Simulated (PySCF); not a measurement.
Zinc-blende AlN (metastable phase): correlation energy from several methods in one and the same small orbital space (PySCF; 2 atoms at the zone centre, 8 electrons in 17 orbitals, empty ones MP2 natural orbitals of a TZ basis, lattice constant set to 4.38 Å). It tests the methods against each other and lies far from the crystal's limit.

Full CI gives -2.6709 eV per atom.

Problem. What share of it do MP2, CCSD, CCSD(T), CCSDT, CCSDT(Q), CCSDTQ recover?

Solution. MP2 83.4 %; CCSD 98.7 %; CCSD(T) 99.5 %; CCSDT 99.7 %; CCSDT(Q) 100.0 %; CCSDTQ 100.0 %.

```
method    E_corr (eV per atom)  share of full CI (%)  error (meV)
--------  --------------------  --------------------  -----------
MP2                    -2.2265                  83.4          444
CCSD                   -2.6352                  98.7           36
CCSD(T)                -2.6581                  99.5           13
CCSDT                  -2.6621                  99.7            9
CCSDT(Q)               -2.6697                 100.0            1
CCSDTQ                 -2.6707                 100.0            0
full CI                -2.6709                 100.0            0
```

The Hartree–Fock determinant has a weight of 0.91 in the full CI state.

MP2, (T) and (Q) use filled levels shifted down by the Madelung term, which in so small a cell is a large part of the gap, so these rows hang on it.
